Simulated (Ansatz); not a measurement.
Species, as SMILES: [NH+]#[C-] (C-NH).
Geometry (B3LYP-D3(BJ)/def2-TZVP, fixed):
```
N
C 1 1.1640
H 1 0.9974 2 180.00
```
Charge 0, spin multiplicity 1.

Basis-set convergence of the dipole moment at HF with Ansatz (a first-principles code). Dipoles come from the density behind the forces; the sign is taken along the dipole that this method gives in the largest set. Cartesian d functions, on some or all atoms, in 6-31G*, 6-31G**; all else is spherical. The program fits the integrals of some runs and decomposes those of others, by size. No added dispersion term, no relativity. Reference: the value in aug-pcseg-3, 2.900 D, itself unsure by roughly 0.002 D (its mean distance from aug-cc-pVQZ, def2-QZVPPD).

```
basis            functions  dipole moment (D)
---------------  ---------  -----------------
3-21G                   20              2.830
6-31G                   20                [?]
def2-SV(P)              30              2.967
6-31G*                  32                [?]
def2-SVP                33              2.968
6-31G**                 35                [?]
6-311+G**               50              2.901
aug-cc-pVDZ             55              2.926
aug-pcseg-1             55              2.903
6-311++G(2d,2p)         64                [?]
cc-pVTZ                 74              2.917
def2-TZVPP              76              2.918
def2-TZVPD              83              2.904
jun-cc-pV(T+d)Z         92              2.901
aug-pcseg-2            115              2.900
def2-QZVPPD            159              2.899
aug-cc-pVQZ            206              2.898
cc-pV5Z                237              2.897
```

What belongs in the gaps?


- 6-31G, dipole moment (D): 2.743
- 6-31G*, dipole moment (D): 2.818
- 6-31G**, dipole moment (D): 2.802
- 6-311++G(2d,2p), dipole moment (D): 2.911
